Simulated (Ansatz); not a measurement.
Worked example: vertical ionisation energy of [SiH3]+ (SMILES [SiH3+])

[SiH3]+: 4 atoms, total charge +1, spin state singlet. As SMILES, `[SiH3+]`. The coordinates come from a PBE0-D4/def2-TZVP relaxation.

Both states at this one shape; open shells run unrestricted unless said. 1 Eh = 27.2114 eV.

```
                                                   level  program  singlet [SiH3]+ (Eh)  doublet [SiH3]2+ (Eh)
                       BLYP/6-31G* (spherical functions)   Ansatz           -290.900639            -290.146479
                                           r2SCAN0/3-21G   Ansatz           -289.326023            -288.558295
                  CCSDT(Q)/3-21G, 5 core orbitals frozen   Ansatz           -288.866348            -288.114068
FCI/6-31G* (spherical functions), 5 core orbitals frozen   Ansatz           -290.412274            -289.657354
```

Task: Work out the vertical ionisation energy at each level.

Result: 
1. BLYP/6-31G* (spherical functions): -290.146479 − (-290.900639) = 0.754160 Eh = 20.52 eV.
2. r2SCAN0/3-21G: -288.558295 − (-289.326023) = 0.767728 Eh = 20.89 eV.
3. CCSDT(Q)/3-21G: -288.114068 − (-288.866348) = 0.752280 Eh = 20.47 eV.
4. FCI/6-31G* (spherical functions): -289.657354 − (-290.412274) = 0.754920 Eh = 20.54 eV.

No measured value is set beside it here; the levels span 20.47 to 20.89 eV.
